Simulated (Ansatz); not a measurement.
# BSiH (singlet): the correlation ladder at distance B2–H3 = 1.186 Å, 6-31G

An exercise on one series of results from a longer session: the logs are not shown, and one member is left open.

The runs use Ansatz 0.2.0, Gaussian basis; 6-31G, core rule «outside noble gas», up to 6 orbitals frozen.

Plan: UHF; CCSD(T) on RHF; CCSD(T) on UHF; BCCD(T) on RHF; CISD; CCSDT(Q) on RHF; CCSDT(Q) on UHF; CISDTQ; CCSDTQ on RHF; CCSDTQ on UHF; CASSCF and MRCISD+Q, 2 electrons in 2 orbitals; CASSCF and NEVPT2, 2 electrons in 2 orbitals; CASSCF and MRCISD+Q, 8 electrons in 9 orbitals; CASSCF and MRCISD+Q(relaxed), 8 electrons in 9 orbitals; CASSCF and NEVPT2, 8 electrons in 9 orbitals; Full CI.

20 further runs of the same task are left out: 2 for a known fault of the program, 16 that didn't finish, 2 set aside as unsound or not needed.

### The system

The geometry derives from a PBE0/def2-TZVP stationary point (not a proven minimum). One bond is set to the value named and the two fragments are kept rigid.

3 atoms, charge 0, spin multiplicity 1.

Atoms are counted from 1 here; the program's logs count them from 0.

Bond lengths: Si1–B2 1.895 Å, B2–H3 1.186 Å. Angles: Si1–B2–H3 180.0°.

Set-up of the first run:

in.yaml reads:

```yaml
crystal:
  periodic: [false, false, false]
  atoms:
    - {symbol: Si, position_ang: [0.000000, 0.000000, 1.658754]}
    - {symbol: B, position_ang: [0.000000, 0.000000, -0.236394]}
    - {symbol: H, position_ang: [0.000000, 0.000000, -1.422360]}
basis:
  gaussian: {orbitals: 6-31G}
magnetization: {spin_polarized: true, initial_magnetization: 0}
hamiltonian: {xc: hf}
output: {orbitals: {seedname: orbitals}}
```

Command:

```
$ ansatz run in.yaml --threads 1 --pin off --events-out ev --progress --plain --max-ram 2393MiB
```

Among the steps run: UHF; CCSD(T) on RHF; CCSD(T) on UHF; BCCD(T) on RHF; CISD; CCSDT(Q) on RHF; CCSDT(Q) on UHF; CISDTQ; CCSDTQ on RHF; CCSDTQ on UHF; CASSCF and MRCISD+Q, 2 electrons in 2 orbitals; CASSCF and NEVPT2, 2 electrons in 2 orbitals; CASSCF and MRCISD+Q, 8 electrons in 9 orbitals; CASSCF and MRCISD+Q(relaxed), 8 electrons in 9 orbitals; CASSCF and NEVPT2, 8 electrons in 9 orbitals; Full CI.

One of the session's tables, all rows but one given; the rest of the session is left out.

```
                   method  from FCI (kJ/mol)
                      RHF             +317.1
                     RMP2              +91.3
                     CISD              +39.2
                    RCCSD              +19.2
                 RCCSD(T)              +10.4
                  BCCD(T)              +10.5
                   RCCSDT               +5.1
                   CISDTQ               +4.2
                RCCSDT(Q)                  ?
                  RCCSDTQ               +0.2
           CASSCF valence              +76.8
           NEVPT2 valence              +22.7
           MRCISD valence               +1.9
         MRCISD+Q valence               +0.3
MRCISD+Q(relaxed) valence               -0.3
                      FCI                  0
```

**Question.** Estimate the row for RCCSDT(Q).

**Answer.** from FCI (kJ/mol): +1.3. In the column «from FCI (kJ/mol)» it lies between MRCISD+Q valence (+0.3) and MRCISD valence (+1.9).

Not comparable, so not listed: CASSCF and MRCISD+Q, 2 electrons in 2 orbitals (they don't share determinant, frozen orbitals or solution with the rows shown, or repeat one).

Caveats from the session: The report flags that the cluster equations may have other roots. Left out of the table: CASSCF pair, NEVPT2 pair (the active space lost an orbital or holds another state than full CI finds). Left out of the table: UHF, UMP2, UCCSD, UCCSD(T), UCCSDT, UCCSDT(Q), UCCSDTQ (another determinant or state than the rows shown). The program flags RCCSDT(Q), RCCSDTQ as in doubt, so those rows may rest on another solution; read them beside their warnings. MRCISD+Q(relaxed) valence falls below full CI: the +Q correction isn't variational, and the cores differ from full CI's. Warnings in the runs' records: passed over end.
